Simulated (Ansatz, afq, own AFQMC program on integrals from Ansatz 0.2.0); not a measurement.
# Atomization energy of SiNH3, singlet

```yaml
atoms:
  - { symbol: Si, position_ang: [0.0000, -0.0811, 0.6246] }
  - { symbol: N, position_ang: [0.0000, 0.0494, -1.0775] }
  - { symbol: H, position_ang: [0.0000, 1.4343, 0.8505] }
  - { symbol: H, position_ang: [0.0000, 0.9052, -1.6101] }
  - { symbol: H, position_ang: [0.0000, -0.7657, -1.6709] }
```

Connectivity, by distances: SiH–NH2.

Atoms in their ground-state spins without spin–orbit coupling (mostly on UHF) minus the molecule (RHF), without zero-point energy. The geometry is a stationary point, not shown to be a minimum.

Basis cc-pVDZ. Only valence electrons are correlated. Integrals, coupled cluster, full CI and functionals: Ansatz 0.2.0; the random walks run on the same integrals in our own AFQMC program. The CISD trial takes its coefficients from CCSD amplitudes. Released means that phaseless walkers are propagated on without the constraint, phases kept. Free AFQMC starts from the CCSD state and is never constrained. Its projection time is finite, and what remains of the start isn't in its error. Error bars are statistical, one sigma. The errors of all members are added in quadrature.

No full CI on the walks' own integrals is used here; CCSDT(Q) serves as the reference and is uncertain by about the last step of the cluster series. Each member takes its own surest rung, up to full CI.

The best estimate is CCSD(T) at the basis-set limit (CBS: def2-TZVPP and def2-QZVPP, with their diffuse functions for anions and beside diffuse sets, CCSD(T) itself extrapolated) plus the step from CCSD(T) to CCSDT(Q) in cc-pVDZ. Rows without CBS are in cc-pVDZ, the functionals in def2-TZVP; B2PLYP and the wave-function rows carry a basis error of their own. Core correlation and relativity beyond core potentials are missing, and ± holds the sampling alone.

Cautions: SiNH₃ (singlet): the ph-AFQMC/CISD walk drifts between its halves (2.6 errors); other spins of the molecule weren't checked.

Best estimate: 1540.6 kJ/mol.

```tsv
level	atomization energy (kJ/mol)	error against the best estimate (kJ/mol)
HF	972.9	-567.8
MP2	1354.5	-186.1
CCSD	1340.7	-200.0
CCSD(T)	1357.7	-182.9
CCSDT	1358.3	-182.3
CCSDT(Q)	1360.0	-180.6
ph-AFQMC/CISD	1359.1 ± 1.6	-181.5 ± 1.6
released AFQMC	1358.3 ± 2.4	-182.3 ± 2.4
free AFQMC	1360.9 ± 2.2	-179.7 ± 2.2
HF/CBS	1036.7	-503.9
MP2/CBS	1539.3	-1.3
CCSD(T)/CBS	1538.3	-2.3
PBE	1544.9	4.3
r2SCAN	1510.7	-29.9
PBE0	1509.0	-31.7
B3LYP	1535.6	-5.0
wB97M-V	1548.6	8.0
B2PLYP	1511.6	-29.0
```

Correlation beyond CCSD(T) adds 2.3 kJ/mol. Going to the basis-set limit adds 180.6 kJ/mol at CCSD(T). The perturbative (T) step is worth +17.0 kJ/mol. The functionals spread over 39.7 kJ/mol; PBE and B3LYP come nearest and PBE0 is 31.7 kJ/mol too low.

Best estimates are given only where the step beyond CCSD(T) is under 0.3 eV and no member's determinant is very poor (T1 over 0.05, or 0.07 for open shells, ⟨S²⟩ too high by 0.3, two states mixed), so the hardest cases are missing from such tables.

The functionals ran in a triple-zeta set and keep a basis error of their own, a few kJ/mol for each bond in atomization energies and more for double hybrids, so close places among them and the extrapolated levels can swap.

CCSDT and higher add their correlation energy to the determinant of the CCSD(T) run, since their own runs factorise the integrals more tightly (a shift of under 2 meV). Free projections are given only where their last times agree within the noise and don't stop above the reference; a slow remainder of the start can still hide under it. Each member of a difference takes its own highest rung, so a best estimate needn't equal the limit plus the step of one row. A walk keeps the symmetry of its determinant, which the program's search chose and which needn't be the lowest solution, so a lower state of the same spin and another symmetry isn't excluded. Released energies are given only where the last usable release times agree within the noise; a slower fall can still hide under it.
